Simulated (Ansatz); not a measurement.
# CH₃Si (doublet): the correlation ladder at distance Si1–C2 = 2.658 Å, cc-pVTZ

How much of the correlation energy of CH₃Si (doublet) does each wave-function method recover here?

Method: cc-pVTZ, core rule «outside noble gas», up to 6 orbitals frozen; program: Ansatz 0.2.0, Gaussian basis.

To be run: UHF; CCSD(T) on ROHF; CCSD(T) on UHF; BCCD(T) on ROHF; CCSDT(Q) on ROHF; CCSDT(Q) on UHF; CASSCF and NEVPT2, 3 electrons in 3 orbitals; CASSCF and NEVPT2, 11 electrons in 11 orbitals.

1 further run of the same task is left out (for a known fault of the program). Runs told in other sessions of the task aren't counted.

## 1. What is computed

The geometry derives from a PBE0/def2-TZVP stationary point (not a proven minimum). One bond is set to the value named and the two fragments are kept rigid.

5 atoms, charge 0, spin multiplicity 2.

Atoms are counted from 1 here; the program's logs count them from 0.

Bond lengths: Si1–H3 1.488 Å, Si1–H4 1.488 Å, Si1–H5 1.492 Å. Angles: H3–Si1–H4 109.7°, H3–Si1–H5 110.2°, H4–Si1–H5 110.2°.

As a file:

```csv
atom,x (Å),y (Å),z (Å)
Si1,-0.0057,0.0000,0.7067
C2,0.0315,0.0000,-1.9510
H3,0.6275,-1.2164,1.2838
H4,0.6277,1.2163,1.2838
H5,-1.4710,0.0001,0.9892
```

## 2. UHF

File in.yaml:

```yaml
crystal:
  periodic: [false, false, false]
  atoms:
    - {symbol: Si, position_ang: [-0.005709, 0.000000, 0.706706]}
    - {symbol: C, position_ang: [0.031471, -0.000002, -1.951034]}
    - {symbol: H, position_ang: [0.627462, -1.216386, 1.283820]}
    - {symbol: H, position_ang: [0.627657, 1.216284, 1.283821]}
    - {symbol: H, position_ang: [-1.471044, 0.000118, 0.989213]}
basis:
  gaussian: {orbitals: cc-pVTZ}
magnetization: {spin_polarized: true, initial_magnetization: 1}
hamiltonian: {xc: hf}
output: {orbitals: {seedname: orbitals}}
```

Run with:

```bash
ansatz run in.yaml --threads 1 --pin off --events-out ev --progress --plain --max-ram 2560MiB --backend cpu
```

Further steps of the session: CCSD(T) on ROHF; CCSD(T) on UHF; BCCD(T) on ROHF; CCSDT(Q) on ROHF; CCSDT(Q) on UHF; CASSCF and NEVPT2, 3 electrons in 3 orbitals; CASSCF and NEVPT2, 11 electrons in 11 orbitals.

Before running them: what should the planned runs give, taken together? Wanted: UCCSDT(Q) from the RHF energy; RMP2 from UCCSDT(Q); UMP2 from UCCSDT(Q); RCCSD from UCCSDT(Q); RCCSD(T) from UCCSDT(Q); UCCSD(T) from UCCSDT(Q); RCCSDT(Q) from UCCSDT(Q); NEVPT2 pair from UCCSDT(Q); NEVPT2 valence from UCCSDT(Q).

As calculated:

```
                         quantity                      value
    UCCSDT(Q) from the ROHF energy                 -8.0237 eV
              RMP2 from UCCSDT(Q)            +40.19 kcal/mol
              UMP2 from UCCSDT(Q)            +42.50 kcal/mol
             RCCSD from UCCSDT(Q)             +8.66 kcal/mol
          RCCSD(T) from UCCSDT(Q)             +1.44 kcal/mol
          UCCSD(T) from UCCSDT(Q)             +1.84 kcal/mol
         RCCSDT(Q) from UCCSDT(Q)             -0.29 kcal/mol
       NEVPT2 pair from UCCSDT(Q)            +33.99 kcal/mol
    NEVPT2 valence from UCCSDT(Q)            +31.88 kcal/mol
levels within 1 kcal/mol (43 meV)  RCCSDT, UCCSDT, RCCSDT(Q)
                    T1 diagnostic                      0.025
   effectively unpaired electrons                       1.20
```

**Reading.** RCCSD(T) lands +1.44 kcal/mol from the yardstick (0.8 % of the correlation energy). The occupations show static correlation (1.20 effectively unpaired electrons where one determinant has 1). Of the multireference levels listed NEVPT2 valence comes nearest in total energy (+31.88 kcal/mol), which doesn't show that its space is the better one. Coupled cluster took another determinant than the lowest Hartree-Fock one. These misses are within one basis, not against nature; the frozen cores of restricted and unrestricted runs differ, which can shift their rows.
